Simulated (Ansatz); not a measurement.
This geometry of AlClFH (4 atoms, charge 0, multiplicity 1) is a first-order saddle point.

Computed with RKS PBE-D4/def2-SVP in Ansatz.

```xyz
4
Properties=species:S:1:pos:R:3
Al -0.293 0.000 0.497
H 1.249 0.000 1.289
F 1.558 0.000 0.079
Cl -1.482 0.000 -1.269
```

Problem. Which two structures does it join? (They come from a converged band through this point; their orientation in space is the band's.)

Solution. Bonds broken: Al1–H2, Al1–F3. Bonds formed: H2–F3. AlClFH becomes AlCl + FH.

First end point:

```xyz
4
Properties=species:S:1:pos:R:3
Al 0.336 0.000 0.247
H 0.338 0.000 1.823
F 1.787 0.000 -0.584
Cl -1.429 0.000 -0.891
```

Last end point:

```xyz
4
Properties=species:S:1:pos:R:3
Al -0.883 0.000 0.634
H 1.731 0.000 1.183
F 1.489 0.000 0.272
Cl -1.305 0.000 -1.493
```

Problem. How far does it lie above each of them?

Solution. 266.9 kJ/mol above the first and 51.5 kJ/mol above the second. This is the barrier of this one path; another mechanism may lie lower. The orbitals stay closed-shell, which can raise the energy where a bond breaks towards radicals; this wasn't checked here.

The run took 33 s on 1 thread of Intel(R) Xeon(R) 6975P-C (Granite Rapids), on a shared host, peak memory 0.12 GiB.
